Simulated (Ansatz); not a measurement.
System: corundum (α-Al2O3). Method: r²SCAN (PAW; Ansatz, an electronic-structure program).

Numerical settings: plane-wave cutoff 560 eV, 8×8×8 k mesh, Fermi–Dirac smearing 0.01 eV, scalar-relativistic PAW data made under PBE.

Shape and atoms are relaxed at each volume.

The direct gap at Γ against volume; x = 100 ln(V/8.495 Å³). One gap is withheld.

```tsv
V (Å³/atom)	x	gap (eV)
8.155	-4.08	7.662
8.325	-2.02	7.395
8.495	0.00	7.139
8.665	1.98	6.890
8.835	3.92	?
```

**Question.** Fit a straight line to the rows shown, give the volume deformation potential and predict the withheld gap.

**Answer.** Means of the 4 rows: x̄ = -1.030, ȳ = 7.2715 eV. Σ(x − x̄)(y − ȳ) = -2.5981 and Σ(x − x̄)² = 20.404, so the slope is -0.1273 eV per unit of x, and dE_g/d ln V = -12.7 eV. At x = 3.92: 7.2715 + (-0.1273) × (3.92 − (-1.030)) = 6.641 eV. The run gives 6.649 eV, 0.008 eV above the line, as the curve bends the same way over all rows.
